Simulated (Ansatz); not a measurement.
Reaction (isomerisation): `C#CCCCO` → `C=C(C)C(C)=O`

Program: Ansatz. Geometries: PBE0-D4/def2-TZVP. ΔE: electronic, gas phase. CCSD(T)/CBS is the MP2 limit (def2-TZVPP, def2-QZVPP) plus CCSD(T) − MP2 in def2-TZVPP, frozen cores. DFT in def2-TZVPP. B3LYP here is the variant with VWN-RPA as its local correlation; programs differ in this. One conformer a species, not always the lowest.

Is it downhill or uphill in electronic energy at CCSD(T)/CBS, and by how much? (An estimate is asked.)

Computed: Downhill: ΔE = -141.4 kJ/mol.

What do these levels give: PBE-D4, B3LYP-D4, B2PLYP, PBE, r2SCAN, PBE0, SCS-MP2/def2-TZVPP, CCSD/def2-TZVPP, CCSD(T)/def2-TZVPP, SCS-MP2/def2-QZVPP, HF/CBS(def2), MP2/CBS(def2)? (Estimate.)

Computed: PBE-D4 -164.1, B3LYP-D4 -159.3, B2PLYP -149.4, PBE -161.5, r2SCAN -165.0, PBE0 -156.4, SCS-MP2/def2-TZVPP -138.8, CCSD/def2-TZVPP -142.0, CCSD(T)/def2-TZVPP -146.1, SCS-MP2/def2-QZVPP -136.1, HF/CBS(def2) -147.7, MP2/CBS(def2) -133.1 kJ/mol.

Largest T1 diagnostic among the species: 0.013.

The D4 term adds −4.2 kJ/mol with B3LYP and −2.1 kJ/mol with PBE0; it sums over pairs of atoms, weighted by their polarisabilities, and B3LYP, whose exchange is more repulsive, gets the larger term. From PBE to PBE0 (25 % exact exchange), in def2-TZVPP and without D4, ΔE moves by +5.2 kJ/mol.
